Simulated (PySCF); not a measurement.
# Simulated characterisation data

[PySCF 2.14.0 with density-fitted response routines: geometry from GFN2-xTB; shielding tensors at PBE0/pcSseg-1 (GIAO); averaged over atoms made equivalent by symmetry, fast rotation or ring inversion; no solvent; one conformer; no relativistic terms]

Shifts are taken against calculated references (same method and geometry level): TMS for 1H (31.72 ppm) and 13C (186.93 ppm). Where no couplings were computed, multiplicities follow the n + 1 count of equivalent neighbours, and m marks all less simple cases (inequivalent or close neighbours, rings, F or P nearby). Shifts are as computed. Against solution values, carbons near 30 ppm lie about +3 ppm off and those near 130 ppm about +5 ppm. Of 1211 compounds with measured shifts, 218 miss one by over three times the rms of a fit or turn the order of signals round; such compounds aren't used in these exercises.

Compound 1 (C₆H₁₂). 1H NMR (600 MHz, computed): δ 5.62 (t, 1H), 2.10 (m, 2H), 1.77 (s, 3H), 1.72 (s, 3H), 0.97 (t, 3H). 13C{1H} NMR (computed): δ 138.1, 134.2, 29.1, 26.4, 19.0, 17.4. Structure: 2-methyl-2-pentene (CCC=C(C)C).

Compound 2 (C₆H₁₂). 1H NMR (600 MHz, computed): δ 5.01 (s, 2H), 2.20 (q, 4H), 1.07 (t, 6H). 13C{1H} NMR (computed): δ 163.2 (C), 115.8 (CH2), 31.7 (CH2), 16.0 (CH3). Structure: `InChI=1S/C6H12/c1-4-6(3)5-2/h3-5H2,1-2H3`.
